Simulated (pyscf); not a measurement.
## Four-centre exchange: methane (CH₄) + H₃Si–Cl -> chloromethane (H₃C–Cl) + silane (SiH₄)

Gas phase, singlet surface, charge 0. Bonds broken: C1–H10, Si2–Cl9. Bonds formed: C1–Cl9, Si2–H10. Single points on ωB97X-D3(BJ)/def2-SVP structures (PySCF, gas phase). MP2 and CC: frozen core, UHF for open shells. ΔMP2 is the change of the MP2 total energy from the triple- to the quadruple-zeta basis.

Transition state (Å):

```xyz
10

C     -1.7258    -1.0931     0.1735
Si     0.1906     1.0983    -0.7460
H     -1.5561    -1.6014    -0.7823
H     -2.6683    -0.5494     0.2454
H     -1.4595    -1.6916     1.0432
H     -0.5551     2.3650    -0.5779
H      1.4678     0.9564    -0.0137
H      0.4859     0.9343    -2.2128
Cl    -0.8921     0.5621     1.8057
H     -0.7349    -0.1484    -0.5592
```

One imaginary mode, 1079i cm⁻¹; descent along it reached the two sides named.

| bond | change | reactant side (Å) | saddle | product side |
|---|---|---|---|---|
| C1–H10 | breaks | 1.099 | 1.553 | 3.2 |
| Si2–Cl9 | breaks | 2.069 | 2.8 | 3.4 |
| C1–Cl9 | forms | 4.1 | 2.470 | 1.779 |
| Si2–H10 | forms | 3.5 | 1.564 | 1.491 |

Electronic energies relative to the separated reactants (eV):

```json
[
 {"level": "ωB97X-D3(BJ)/def2-TZVP", "barrier": "5.01", "reaction energy": "+1.74", "reverse barrier": "3.26"},
 {"level": "PBE/def2-TZVP", "barrier": "4.42", "reaction energy": "+1.64", "reverse barrier": "2.78"},
 {"level": "r²SCAN/def2-TZVP", "barrier": "4.64", "reaction energy": "+1.74", "reverse barrier": "2.91"},
 {"level": "B3LYP-D3(BJ)/def2-TZVP", "barrier": "4.61", "reaction energy": "+1.68", "reverse barrier": "2.93"},
 {"level": "PBE0-D3(BJ)/def2-TZVP", "barrier": "4.73", "reaction energy": "+1.69", "reverse barrier": "3.05"},
 {"level": "M06-2X/def2-TZVP", "barrier": "4.97", "reaction energy": "+1.72", "reverse barrier": "3.24"},
 {"level": "ωB97M-D3(BJ)/def2-TZVP", "barrier": "4.91", "reaction energy": "+1.71", "reverse barrier": "3.20"},
 {"level": "HF/def2-TZVP", "barrier": "5.60", "reaction energy": "+1.72", "reverse barrier": "3.88"},
 {"level": "MP2/def2-QZVPP", "barrier": "5.21", "reaction energy": "+1.78", "reverse barrier": "3.42"},
 {"level": "CCSD/def2-TZVPP", "barrier": "5.20", "reaction energy": "+1.69", "reverse barrier": "3.51"},
 {"level": "CCSD(T)/def2-TZVPP", "barrier": "5.02", "reaction energy": "+1.69", "reverse barrier": "3.34"},
 {"level": "CCSD(T)/def2-TZVPP + ΔMP2(QZVPP)", "barrier": "4.98", "reaction energy": "+1.70", "reverse barrier": "3.27"}
]
```

With CCSD(T)/def2-TZVPP + ΔMP2(QZVPP) energies and thermal terms (ideal gas, 1 atm, RRHO with modes under 100 cm⁻¹ raised to 100, one conformer, R ln 2 for chiral ones without a mode under 150 cm⁻¹), in eV:

```json
[
 {"T (K)": "298", "ΔH‡": "4.87", "ΔG‡": "5.19", "ΔH": "+1.65", "ΔG": "+1.64"},
 {"T (K)": "600", "ΔH‡": "4.91", "ΔG‡": "5.49", "ΔH": "+1.64", "ΔG": "+1.64"},
 {"T (K)": "900", "ΔH‡": "4.95", "ΔG‡": "5.78", "ΔH": "+1.65", "ΔG": "+1.63"},
 {"T (K)": "1200", "ΔH‡": "5.00", "ΔG‡": "6.05", "ΔH": "+1.65", "ΔG": "+1.63"}
]
```

The same reactants have a lower exit, to H₃C–SiH₃ + HCl (barrier +2.76 eV at ωB97M-D3(BJ)/def2-TZVP, against +4.91 eV here). One saddle was located; it need not be the lowest between these sides. The CCSD(T) − MP2 part came from Ansatz, without density fitting, on the same reference. The largest closed-shell T1 diagnostic is 0.030, which may signal static correlation.
